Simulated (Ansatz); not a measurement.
## hcp Cd

Method: r²SCANh in Ansatz (PAW).

Numerical settings: plane-wave cutoff 520 eV, 12×12×6 k mesh (along the axes of the cell as run), Fermi–Dirac smearing 0.05 eV, scalar-relativistic PAW data made under PBE.

Cell (relaxed at this level):

Space group P6₃/mmc (No. 194); a = 2.9480 Å, b = 2.9480 Å, c = 5.8853 Å, α = 90.00°, β = 90.00°, γ = 120.00°

```
atom  site  symmetry       x       y       z
----  ----  --------  ------  ------  ------
Cd      2c      -6m2  0.3333  0.6667  0.2500
```

| Item | Value |
|---|---|
| equilibrium lattice constant a | 2.948 Å |
| lattice parameter c | 5.885 Å |

Measured, for comparison: lattice constant a 2.979 Å, lattice parameter c 5.617 Å (293 K, not corrected to a static lattice; as tabulated in Wikipedia's data pages). Computed (rounded) less measured: lattice constant a -1.0 %, lattice parameter c +4.8 %. A static lattice is as a rule a little smaller and stiffer than an uncorrected measurement, which narrows the difference in the lattice constant a and would widen misses of the other sign.

Computing time: roughly 70 core-minutes.

Ansatz is a quantum-chemistry and plane-wave program.
